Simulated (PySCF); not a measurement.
Identify the unknown among the candidates.

All candidates are C4H7S (charge -1).

* 13C NMR: chemical shifts (computed TMS as zero) by class: 173.5 (1 C), 99.3 (1 C), 32.7 (1 C), 18.1 (1 C) ppm [GIAO PBE0/pcSseg-1]
* Rotational structure: rotational constants A, B, C: 8.077, 2.399, 1.893 GHz [PBE0-D3(BJ)/def2-SVP]
* NMR, other nuclei: isotropic shieldings of nuclei other than C and H, by class: 416 (1 S) ppm [GIAO PBE0/pcSseg-1]
* 1H NMR: chemical shifts (computed TMS as zero) by class: 4.75 (1 H), 1.70 (3 H), 1.40 (3 H) ppm [GIAO PBE0/pcSseg-1]

Gas-phase values; electronic properties from PySCF, density fitting. Levels stand in brackets. Isolated species at its PBE0-D3(BJ)/def2-SVP geometry, gas phase. The HOMO energy is positive, so at this level the finite basis confines the outermost electrons. No diffuse functions stand in pcSseg-1, which bears on an anion's orbital energies. NMR classes are plain means over equivalent atoms (diastereotopic ones count apart unless rotation or inversion swaps them), as if these changed places fast.

Question: Which candidate is it?
A. `C/C=C(\C)[S-]`
B. `C=CCC[S-]`
C. `C/C=C\C[S-]`

Answer: A. It is `C/C=C(\C)[S-]`. Numbering: `[CH3:1]/[CH:2]=[C:3](\[CH3:4])[S-:5]`. 4 carbons fall into 4 classes; from least to most shielded: fully substituted alkene carbon [C3] (173.5 ppm), carbon bonded to 2 C and H [C2] (99.3 ppm), allylic carbon [C4] (32.7 ppm), allylic carbon [C1] (18.1 ppm). Hydrogen classes from least to most shielded: 1 H on a carbon bonded to 2 C and H, C2 (4.75 ppm), 3 H on an allylic carbon, C4 (1.70 ppm), 3 H on an allylic carbon, C1 (1.40 ppm, a mean of values up to 0.5 ppm apart in this geometry). The other shieldings belong to: 416 ppm, sulfur bonded to C [S5]. By its constants the optimised geometry is an asymmetric top.

The others, at the same levels:
- `C=CCC[S-]` fails: its computed 13C shifts are 157.0 (1 C), 107.8 (1 C), 56.4 (1 C), 43.0 (1 C) ppm, 1H shifts are 5.95 (1 H), 4.59 (1 H), 4.25 (1 H), 2.52 (2 H), 2.05 (2 H) ppm and rotational constant A is 19.640 GHz (against 8.077 GHz).
- `C/C=C\C[S-]` fails: its computed 13C shifts are 153.0 (1 C), 103.4 (1 C), 34.5 (1 C), 15.1 (1 C) ppm, 1H shifts are 5.74 (1 H), 3.88 (1 H), 3.08 (2 H), 1.51 (3 H) ppm and rotational constant A is 10.130 GHz (against 8.077 GHz).

Each candidate is one conformer, not necessarily the lowest. The conformers computed, where there is a choice (atom-mapped SMILES and torsion angles):
- `[CH2:1]=[CH:2][CH2:3][CH2:4][S-:5]`: C1–C2–C3–C4 120°, C2–C3–C4–S5 178°
- `[CH3:1]/[CH:2]=[CH:3]\[CH2:4][S-:5]`: C2–C3–C4–S5 -115°
